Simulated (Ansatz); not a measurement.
Input file:

```yaml
crystal:
  periodic: [false, false, false]
  atoms:
    - {symbol: Al, position_ang: [0.000000, 0.000000, 0.162837]}
    - {symbol: P, position_ang: [0.000000, 0.000000, -1.698329]}
    - {symbol: H, position_ang: [0.000000, 0.000000, 1.535492]}
basis:
  gaussian: {orbitals: def2-SVPD, fitting: {mean_field: def2-universal-jkfit}}
magnetization: {spin_polarized: false, initial_magnetization: 1}
hamiltonian: {xc: {name: r2SCAN}, pseudopotentials: {relativity: none}}
correlation: {method: ccsd, electrons: outside_noble_gas, diis_vectors: 2}
```

```sh
$ ansatz run in.yaml --threads 1 --pin off --events-out ev --progress --plain --max-ram 2393MiB
```

Output:

```
274 factors; integrals over basis functions are off by at most 2.8e-1 eV
mean field evaluation 1: about -15890.6408 eV, gradient 1.7e1 eV
mean field evaluation 2: about -15890.6405 eV, gradient 1.7e1 eV
mean field evaluation 4: about -15891.6887 eV, gradient 6.3e0 eV
mean field evaluation 8: about -15891.8941 eV, gradient 1.3e0 eV
mean field evaluation 16: about -15891.9155 eV, gradient 5.1e-6 eV
mean field evaluation 32: about -15891.9155 eV, gradient 9.8e-7 eV
mean field evaluation 64: about -15890.9440 eV, gradient 4.0e-2 eV
mean field -15891.91552178 eV, -584.0171234980 hartree, gradient 5.2e-6 eV, S^2 0.750000; 9 other end points of the search recorded, 0 dependent functions left out
mean field evaluation 96: about -15861.6695 eV, gradient 1.4e-4 eV
10 core orbitals not correlated: weight in the atoms' cores, before any rotation towards them, 1.000 or more for the frozen orbitals, at most 0.000 for the correlated occupied ones
reference -15862.45020087 eV, -582.9342929271 hartree; 5, 4 occupied and 41, 42 virtual orbitals, 274 factors
second order -4.38942486 eV of doubles, -0.16045243 eV of singles
cycle   1  -4.99625839 eV  change   -4.5e-1 eV  update   6.3e-2
cycle   2  -5.15713763 eV  change   -1.6e-1 eV  update   2.1e-2
cycle   3  -5.19635297 eV  change   -3.9e-2 eV  update   9.6e-3
cycle   4  -5.19881499 eV  change   -2.5e-3 eV  update   3.1e-3
cycle   5  -5.19777091 eV  change    1.0e-3 eV  update   1.5e-3
cycle   6  -5.19696028 eV  change    8.1e-4 eV  update   6.2e-4
cycle   7  -5.19640878 eV  change    5.5e-4 eV  update   3.4e-4
cycle   8  -5.19634512 eV  change    6.4e-5 eV  update   1.5e-4
cycle   9  -5.19632894 eV  change    1.6e-5 eV  update   7.5e-5
cycle  10  -5.19634296 eV  change   -1.4e-5 eV  update   3.9e-5
cycle  11  -5.19633701 eV  change    5.9e-6 eV  update   1.8e-5
cycle  12  -5.19634072 eV  change   -3.7e-6 eV  update   1.2e-5
cycle  13  -5.19633984 eV  change    8.8e-7 eV  update   6.2e-6
Total energy: -15867.64654071 eV, -583.1252548939 hartree
```

Ran on 1 thread of Arm Neoverse V1, shared host: 15 s wall, 0.14 GiB peak host memory.
